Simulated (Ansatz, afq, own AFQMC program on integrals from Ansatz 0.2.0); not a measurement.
## BO⁺, triplet: AFQMC among the cluster methods

```json
{"atom": "B", "x (Å)": "0.0000", "y (Å)": "0.0000", "z (Å)": "0.0000"}
{"atom": "O", "x (Å)": "0.0000", "y (Å)": "0.0000", "z (Å)": "1.4032"}
```

Basis cc-pVQZ. Noble-gas cores (and the filled d shells of Ga–Kr and In–Xe) are frozen. AFQMC by an in-house program on the Cholesky factors that Ansatz 0.2.0 writes for its CCSD(T) run. ph-AFQMC/CISD is guided by a CISD state made of CCSD amplitudes; releasing the constraint for a short imaginary time cuts its bias at the price of noise, slowly where states lie close. ± is one standard error of the sampling.

Determinant: ROHF, the one that the program's search chose, which needn't be the lowest solution. The geometry is a PBE0/def2-TZVP stationary point of this or a neighbouring charge and spin state.

No full CI on the walks' own integrals is used here. The released AFQMC energy serves as the reference, which it does only where one determinant dominates, the energy is flat over the last release times and near the phaseless one (40 meV or 2 meV an electron, half that with transition metals). On small molecules, where full CI could be run and the noise was under 10 meV, such values lay within 10 meV of it in 19 cases of 20, a flattering rate, since the rule was set on those same cases; what remains of the bias isn't in the error bar.

Cautions: lower spins were not checked; the released value is read at 2.40 1/Eh (meV from the phaseless value at times in 1/Eh: -15 ± 6 at 0.24, -22 ± 3 at 0.51, -21 ± 4 at 0.99, -40 ± 8 at 1.62, -28 ± 8 at 2.40).

```
T1 diagnostic                               : 0.0294
weight of the determinant in the CISD state : 0.917
size of the correlated space                : 8 electrons in 108 orbitals
```

Reference: AFQMC with the constraint released, correlation energy -7.392 ± 0.008 eV.

| level | E − E(reference) (kJ/mol) | share of correlation (%) |
| --- | --- | --- |
| HF | 713.2 ± 0.8 | 0.00 |
| MP2 | 65.6 ± 0.8 | 90.80 |
| CCSD | 32.2 ± 0.8 | 95.48 |
| CCSD(T) | 2.8 ± 0.8 | 99.61 |
| ph-AFQMC/HF | 4.6 ± 2.3 | 99.35 |
| ph-AFQMC/CISD | 2.7 ± 0.9 | 99.63 |

A walk keeps the symmetry of its determinant, which the program's search chose and which needn't be the lowest solution, so a lower state of the same spin and another symmetry isn't excluded. Released energies are given only where the last usable release times agree within the noise; a slower fall can still hide under it.
